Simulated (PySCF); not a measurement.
**triplet C2F2 at 6 levels**

Aim: a comparison of 6 runs (U-wB97X/cc-pVTZ, UCAM-B3LYP/cc-pVTZ, UM06-2X/cc-pVTZ, UM06-L/cc-pVTZ, UPBE0/cc-pVTZ, USCS-MP2/cc-pVTZ) of triplet C2F2. The job is set up through a Python script.

Program for the calculation: PySCF 2.14.0.

3 further runs of the same task are left out: 3 set aside as unsound or not needed.

### Step 1. The structure to begin with

The species is C2F2 (4 atoms), meant as a triplet with charge 0. SMILES of the parent species: `FC#CF`. The coordinates come from a PBE0-D4/def2-TZVP relaxation. That shape belongs to the parent species and isn't relaxed for this state.

Bond lengths: F1–C2 1.277 Å, C2–C3 1.184 Å, C3–F4 1.277 Å. Angles: F1–C2–C3 180.0°, C2–C3–F4 180.0°.

### Step 2. A single-point energy at U-wB97X/cc-pVTZ (run 1)

Input file mol.xyz:

```xyz
4

F     -0.136400     0.128000     1.852800
C     -0.033700     0.030200     0.583200
C      0.061400    -0.060400    -0.593400
F      0.164100    -0.158200    -1.863000
```

Input file job.py:

```python
from pyscf import gto, dft

molecule = gto.Mole()
molecule.atom = 'mol.xyz'
molecule.spin = 2
molecule.verbose = 3
molecule.max_memory = 1860
molecule.basis = 'cc-pvtz'
molecule.build()

myscf = dft.UKS(molecule)
myscf.xc = 'wb97x'
myscf.grids.level = 5
myscf.conv_tol = 1e-10
myscf.kernel()
if not myscf.converged:
    myscf = myscf.newton().run(myscf.mo_coeff, myscf.mo_occ)

etot = myscf.e_tot
print(f'total energy: {etot:.8f} hartree')
```

Command:

```
$ OMP_NUM_THREADS=1 python job.py
```

The log of the run:

```text
WARN: HOMO 0.0203320430368557 >= LUMO -0.279607744741488

converged SCF energy = -275.54003376533  <S^2> = 2.0054479  2S+1 = 3.0036297
total energy: -275.54003377 hartree
```

Wall time 35 s (1 thread of Arm Neoverse V2, shared host); peak memory 0.66 GiB.

### Step 3. A single-point energy at UCAM-B3LYP/cc-pVTZ (run 2)

Input file calc.py:

```python
from pyscf import gto, dft

mol = gto.Mole()
mol.atom = [
    ('F', (-0.136400, 0.128000, 1.852800)),
    ('C', (-0.033700, 0.030200, 0.583200)),
    ('C', (0.061400, -0.060400, -0.593400)),
    ('F', (0.164100, -0.158200, -1.863000)),
]
mol.charge = 0
mol.basis = 'cc-pvtz'
mol.verbose = 4
mol.max_memory = 1860
mol.spin = 2
mol.build()

calc0 = dft.UKS(mol, xc='cam-b3lyp')
calc0.conv_tol = 1e-10
calc0.grids.level = 5
calc0.kernel()
if not calc0.converged:
    calc0 = calc0.newton().run(calc0.mo_coeff, calc0.mo_occ)

etot = calc0.e_tot
print(f'total energy: {etot:.8f} hartree')
```

Command:

```
$ OMP_NUM_THREADS=1 python calc.py
```

The log of the run:

```text
PySCF version 2.14.0

[... 52 lines left out ...]
[... the frontier-level lines of each cycle are left out ...]
[... 7 lines left out ...]
[... 11 lines left out ...]
[... 11 lines left out ...]
[... 11 lines left out ...]
[... 1 line left out ...]
cycle= 8 E= -275.528809888346  delta_E= -6.1e-08  |g|= 3.47e-05  |ddm|= 0.00129


cycle= 9 E= -275.528809890616  delta_E= -2.27e-09  |g|= 8.12e-06  |ddm|= 0.000245


cycle= 10 E= -275.528809890683  delta_E= -6.67e-11  |g|= 1.69e-06  |ddm|= 2.79e-05


Extra cycle  E= -275.528809890685  delta_E= -2.73e-12  |g|= 1.09e-06  |ddm|= 6.73e-06
converged SCF energy = -275.528809890685  <S^2> = 2.0038542  2S+1 = 3.0025684
total energy: -275.52880989 hartree
```

It took 36 s on 1 thread of Arm Neoverse V2, shared host; peak memory 0.66 GiB.

Run 3 isn't shown in full; the table further down has it.

### Step 4. The energy at UM06-L/cc-pVTZ (run 4)

Input file job.py:

```python
from pyscf import gto, dft

mol = gto.M(
    atom='''
F     -0.257759     0.241885     3.501285
C     -0.063684     0.057070     1.102088
C      0.116029    -0.114139    -1.121363
F      0.310104    -0.298955    -3.520560
''',
    unit='bohr',
    verbose=3,
    spin=2,
    basis='cc-pvtz',
    max_memory=1860,
)

ks = dft.UKS(mol, xc='m06-l')
ks.grids.level = 5
ks.conv_tol = 1e-10
ks.kernel()
if not ks.converged:
    ks = ks.newton().run(ks.mo_coeff, ks.mo_occ)

e_tot = ks.e_tot
print('Final energy', e_tot)
```

Command:

```
$ OMP_NUM_THREADS=1 python job.py
```

The log of the run:

```text
WARN: HOMO -0.0271328351955624 >= LUMO -0.306000741245983

WARN: HOMO -0.0206766923495785 >= LUMO -0.212315956312818

WARN: HOMO -0.0303017734633215 >= LUMO -0.21408667218784

WARN: HOMO -0.0396797706527074 >= LUMO -0.224034269878487

WARN: HOMO -0.0355704996687578 >= LUMO -0.215053690980831

WARN: HOMO -0.0369994071281958 >= LUMO -0.215241568882099

WARN: HOMO -0.0368596009096969 >= LUMO -0.214860736359334

WARN: HOMO -0.0368400640079756 >= LUMO -0.214799753568659

WARN: HOMO -0.036840435321416 >= LUMO -0.214794316851126

WARN: HOMO -0.0368404612207343 >= LUMO -0.214793935226844

WARN: HOMO -0.0368407612077313 >= LUMO -0.214793605723564

WARN: HOMO -0.0368409323848269 >= LUMO -0.214793549336559

converged SCF energy = -275.577107199015  <S^2> = 2.0066844  2S+1 = 3.004453
Final energy -275.5771071990151
```

Run time: 69 s. Hardware: 1 thread of Arm Neoverse V2, shared host; peak memory 0.72 GiB.

Run 5 isn't shown in full; the table further down has it.

### Step 5. The energy at USCS-MP2/cc-pVTZ (run 6)

Input file run.py:

```python
from pyscf import gto, scf, mp

mol = gto.M(
    atom=[
    ('F', (-0.136400, 0.128000, 1.852800)),
    ('C', (-0.033700, 0.030200, 0.583200)),
    ('C', (0.061400, -0.060400, -0.593400)),
    ('F', (0.164100, -0.158200, -1.863000)),
],
    spin=2,
    max_memory=1860,
    basis='cc-pvtz',
    verbose=3,
)

myscf = scf.UHF(mol)
myscf.conv_tol = 1e-10
myscf.kernel()
if not myscf.converged:
    myscf = myscf.newton().run(myscf.mo_coeff, myscf.mo_occ)

pt = mp.MP2(myscf, frozen=4).run()
energy = myscf.e_tot + 1.2 * pt.e_corr_os + pt.e_corr_ss / 3
print('E(%s) = %.9f' % ('SCS-MP2', energy))
```

Command:

```
$ OMP_NUM_THREADS=1 python run.py
```

The log of the run:

```text
WARN: HOMO 0.0575046468472493 >= LUMO -0.249639996728995

converged SCF energy = -274.312294092902  <S^2> = 2.0147044  2S+1 = 3.009787
E(UMP2) = -275.101240709952  E_corr = -0.788946617050069
E(SCS-UMP2) = -275.06970291524  E_corr = -0.757408822337981
E(SCS-MP2) = -275.069702915
```

Run time: 6.6 s. Hardware: 1 thread of Arm Neoverse V2, shared host; peak memory 0.4 GiB.

### Step 6. Overview of the runs

```
run               level  integration grid  frozen core orbitals  energy (Eh)  dipole moment (D) of the reference  HOMO energy (eV)   ⟨S²⟩  wall time
  1     U-wB97X/cc-pVTZ                 5                     –  -275.540034                                0.00             -4.00  2.005       35 s
  2  UCAM-B3LYP/cc-pVTZ                 5                     –  -275.528810                                0.00             -3.18  2.004       36 s
  3     UM06-2X/cc-pVTZ                 5                     –  -275.512590                                0.00             -2.97  2.004       67 s
  4      UM06-L/cc-pVTZ                 5                     –  -275.577107                                0.00             -1.00  2.007       69 s
  5       UPBE0/cc-pVTZ                 5                     –  -275.337876                                0.00             -2.02  2.004       27 s
  6    USCS-MP2/cc-pVTZ                 –                     4  -275.069703                                0.00             -4.18  2.015      6.6 s
```

### Step 7. Outcome

```
                                                         quantity          value
                                              run 6: total energy  -275.06970 Eh
                      run 6: dipole moment (Hartree–Fock density)         0.00 D
run 6: HOMO energy (Hartree–Fock orbitals) (highest over α and β)       -4.18 eV
 run 6: LUMO energy (Hartree–Fock orbitals) (lowest over α and β)       -0.41 eV
               run 6: correlation energy (4 core orbitals frozen)     -757.4 mEh
                         run 6: ⟨S²⟩ of the reference determinant          2.015
```

Totals of different functionals can't be ranked against each other. All runs together took 4 min, the longest 69 s.
